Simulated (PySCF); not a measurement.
PySCF job for hydrogen cyanide (CHN), SMILES N#C, EOM-CCSD/aug-cc-pVDZ. Geometry optimised at B3LYP-D3(BJ)/def2-TZVPD.

```python
import numpy as np
from pyscf import gto, scf, dft, cc
from pyscf.cc import eom_rccsd

mol = gto.M(
    atom='''
    C     0.00000000    0.00000000   -0.49683352
    N     0.00000000    0.00000000    0.64923445
    H     0.00000000    0.00000000   -1.56364003
    ''',
    basis='aug-cc-pVDZ',
    charge=0,
    spin=0,
    max_memory=1600,
    verbose=4,
)
mf = scf.RHF(mol)
mf.conv_tol = 1e-10
mf.max_cycle = 100
mf.kernel()
mycc = cc.CCSD(mf, frozen=2)
mycc.conv_tol = 1e-8
mycc.kernel()
mycc.solve_lambda()
dip = scf.hf.dip_moment(mol, mycc.make_rdm1(ao_repr=True))
res = {}
for name, solver, nroots, keep in (('singlet', eom_rccsd.EOMEESinglet, 9, 6), ('triplet', eom_rccsd.EOMEETriplet, 6, 3), ('IP', eom_rccsd.EOMIP, 6, 5), ('EA', eom_rccsd.EOMEA, 3, 2)):
    eom = solver(mycc)
    eom.max_cycle, eom.max_space = 200, 40
    e = eom.kernel(nroots=nroots)[0]
    res[name] = (e[:keep] * 27.211386245988, all(eom.converged[:keep]))
    print(name, 'roots / eV', res[name][0].round(3))
```

Output:

```
PySCF version 2.14.0

[INPUT] verbose = 4
[INPUT] num. atoms = 3
[INPUT] num. electrons = 14
[INPUT] charge = 0
[INPUT] spin (= nelec alpha-beta = 2S) = 0
[INPUT] symmetry False subgroup None
[INPUT] Mole.unit = angstrom
[INPUT] Symbol           X                Y                Z      unit          X                Y                Z       unit  Magmom
[INPUT]  1 C      0.000000000000   0.000000000000  -0.496833520000 AA    0.000000000000   0.000000000000  -0.938879282304 Bohr   0.0
[INPUT]  2 N      0.000000000000   0.000000000000   0.649234450000 AA    0.000000000000   0.000000000000   1.226875301133 Bohr   0.0
[INPUT]  3 H      0.000000000000   0.000000000000  -1.563640030000 AA    0.000000000000   0.000000000000  -2.954851414107 Bohr   0.0

nuclear repulsion = 24.0429602727817
number of shells = 21
number of NR pGTOs = 81
number of NR cGTOs = 55
basis = aug-cc-pVDZ
ecp = {}


[settings echo left out]
init E= -92.9678526124293
  HOMO = -0.401710151445349  LUMO = 0.0409773676993495  gap/eV = 12.04614
cycle= 1 E= -92.8321937249489  delta_E= 0.136  |g|= 0.418  |ddm|= 2.14
  HOMO = -0.502032997217472  LUMO = 0.0159039421678084  gap/eV = 14.09378
cycle= 2 E= -92.858594246723  delta_E= -0.0264  |g|= 0.371  |ddm|= 0.582
  HOMO = -0.507933688431549  LUMO = 0.0267688136115232  gap/eV = 14.55000
cycle= 3 E= -92.8871923413117  delta_E= -0.0286  |g|= 0.0397  |ddm|= 0.316
  HOMO = -0.495575207799291  LUMO = 0.0287378932378957  gap/eV = 14.26729
cycle= 4 E= -92.8879680988117  delta_E= -0.000776  |g|= 0.0132  |ddm|= 0.0723
  HOMO = -0.499825341984707  LUMO = 0.0289249801859492  gap/eV = 14.38803
cycle= 5 E= -92.8880443802198  delta_E= -7.63e-05  |g|= 0.00341  |ddm|= 0.0214
  HOMO = -0.498933792260783  LUMO = 0.0288865635412554  gap/eV = 14.36272
cycle= 6 E= -92.8880503806082  delta_E= -6e-06  |g|= 0.00102  |ddm|= 0.00728
  HOMO = -0.499042459659686  LUMO = 0.0289178641086951  gap/eV = 14.36653
cycle= 7 E= -92.8880506768604  delta_E= -2.96e-07  |g|= 8.37e-05  |ddm|= 0.00148
  HOMO = -0.499036467104004  LUMO = 0.0289216537914405  gap/eV = 14.36647
cycle= 8 E= -92.8880506791213  delta_E= -2.26e-09  |g|= 7.39e-06  |ddm|= 0.000195
  HOMO = -0.499037303734891  LUMO = 0.0289218035529522  gap/eV = 14.36650
cycle= 9 E= -92.8880506791413  delta_E= -2e-11  |g|= 6.53e-07  |ddm|= 1.92e-05
  HOMO = -0.499037229362126  LUMO = 0.0289218043505572  gap/eV = 14.36650
Extra cycle  E= -92.8880506791412  delta_E= 8.53e-14  |g|= 1.92e-07  |ddm|= 1.76e-06
converged SCF energy = -92.8880506791412

******** <class 'pyscf.cc.ccsd.CCSD'> ********
CC2 = 0
CCSD nocc = 5, nmo = 53
frozen orbitals 2
max_cycle = 50
direct = 0
conv_tol = 1e-08
conv_tol_normt = 1e-05
diis_space = 6
diis_start_cycle = 0
diis_start_energy_diff = 1e+09
Init t2, MP2 energy = -93.1808379028816  E_corr(MP2) -0.292787223740402
Init E_corr(CCSD) = -0.292787223740417
cycle = 1  E_corr(CCSD) = -0.28859153278083  dE = 0.00419569096  norm(t1,t2) = 0.0471394
cycle = 2  E_corr(CCSD) = -0.299269870342716  dE = -0.0106783376  norm(t1,t2) = 0.0172829
cycle = 3  E_corr(CCSD) = -0.299826438511552  dE = -0.000556568169  norm(t1,t2) = 0.00739647
cycle = 4  E_corr(CCSD) = -0.301403816651465  dE = -0.00157737814  norm(t1,t2) = 0.00348006
cycle = 5  E_corr(CCSD) = -0.301505600299867  dE = -0.000101783648  norm(t1,t2) = 0.000804285
cycle = 6  E_corr(CCSD) = -0.301437916549423  dE = 6.76837504e-05  norm(t1,t2) = 0.000249717
cycle = 7  E_corr(CCSD) = -0.301444447705527  dE = -6.5311561e-06  norm(t1,t2) = 5.58263e-05
cycle = 8  E_corr(CCSD) = -0.301449153383465  dE = -4.70567794e-06  norm(t1,t2) = 1.68971e-05
cycle = 9  E_corr(CCSD) = -0.301449055060897  dE = 9.83225673e-08  norm(t1,t2) = 7.05583e-06
cycle = 10  E_corr(CCSD) = -0.301449112953011  dE = -5.78921132e-08  norm(t1,t2) = 1.54357e-06
cycle = 11  E_corr(CCSD) = -0.301449065550355  dE = 4.74026552e-08  norm(t1,t2) = 5.30709e-07
cycle = 12  E_corr(CCSD) = -0.30144905996852  dE = 5.58183527e-09  norm(t1,t2) = 2.16442e-07
CCSD converged
E(CCSD) = -93.18949973910969  E_corr = -0.3014490599685202
cycle = 1  norm(lambda1,lambda2) = 0.0147986
cycle = 2  norm(lambda1,lambda2) = 0.00274674
cycle = 3  norm(lambda1,lambda2) = 0.00138731
cycle = 4  norm(lambda1,lambda2) = 0.000459362
cycle = 5  norm(lambda1,lambda2) = 0.000102841
cycle = 6  norm(lambda1,lambda2) = 3.08535e-05
cycle = 7  norm(lambda1,lambda2) = 1.17805e-05
cycle = 8  norm(lambda1,lambda2) = 3.1179e-06
Dipole moment(X, Y, Z, Debye):  0.00000, -0.00000, -3.00482

******** <class 'pyscf.cc.eom_rccsd.EOMEESinglet'> ********
max_space = 40
max_cycle = 200
conv_tol = 1e-08
partition = None
EOM-CCSD root 0 E = 0.3157898598758004  qpwt = 0.970462  conv = True
EOM-CCSD root 1 E = 0.3278254093773971  qpwt = 0.960595  conv = True
EOM-CCSD root 2 E = 0.3278258540991898  qpwt = 0.961921  conv = True
EOM-CCSD root 3 E = 0.3438684052149676  qpwt = 0.921427  conv = True
EOM-CCSD root 4 E = 0.3438694418384126  qpwt = 0.921424  conv = True
EOM-CCSD root 5 E = 0.3756258684393244  qpwt = 0.954981  conv = True
EOM-CCSD root 6 E = 0.3756267611736552  qpwt = 0.954984  conv = True
EOM-CCSD root 7 E = 0.3846063723722547  qpwt = 0.92221  conv = True
EOM-CCSD root 8 E = 0.393291575206008  qpwt = 0.954281  conv = True
singlet roots / eV [ 8.593  8.921  8.921  9.357  9.357 10.221]

******** <class 'pyscf.cc.eom_rccsd.EOMEETriplet'> ********
max_space = 40
max_cycle = 200
conv_tol = 1e-08
partition = None
EOM-CCSD root 0 E = 0.2387940929878659  qpwt = 0.973961  conv = True
EOM-CCSD root 1 E = 0.2815987781955166  qpwt = 0.969529  conv = True
EOM-CCSD root 2 E = 0.2815987825183444  qpwt = 0.969529  conv = True
EOM-CCSD root 3 E = 0.2995485260445717  qpwt = 0.935382  conv = True
EOM-CCSD root 4 E = 0.2995485265505912  qpwt = 0.935382  conv = True
EOM-CCSD root 5 E = 0.3100583899572837  qpwt = 0.95844  conv = True
triplet roots / eV [6.498 7.663 7.663]

******** <class 'pyscf.cc.eom_rccsd.EOMIP'> ********
max_space = 40
max_cycle = 200
conv_tol = 1e-08
partition = None
EOM-CCSD root 0 E = 0.5050919992281463  qpwt = 0.928651  conv = True
EOM-CCSD root 1 E = 0.5081165754441843  qpwt = 0.966167  conv = True
EOM-CCSD root 2 E = 0.50811657577603  qpwt = 0.966167  conv = True
EOM-CCSD root 3 E = 0.7514188765331375  qpwt = 0.925053  conv = True
EOM-CCSD root 4 E = 0.9150141185486145  qpwt = 0.000510395  conv = True
EOM-CCSD root 5 E = 0.9150141212164333  qpwt = 0.000510395  conv = True
IP roots / eV [13.744 13.827 13.827 20.447 24.899]

******** <class 'pyscf.cc.eom_rccsd.EOMEA'> ********
max_space = 40
max_cycle = 200
conv_tol = 1e-08
partition = None
EOM-CCSD root 0 E = 0.02438804222381485  qpwt = 0.996503  conv = True
EOM-CCSD root 1 E = 0.07346855525184902  qpwt = 0.994305  conv = True
EOM-CCSD root 2 E = 0.07419040142808403  qpwt = 0.989143  conv = True
EA roots / eV [0.664 1.999]
```

The run converged.
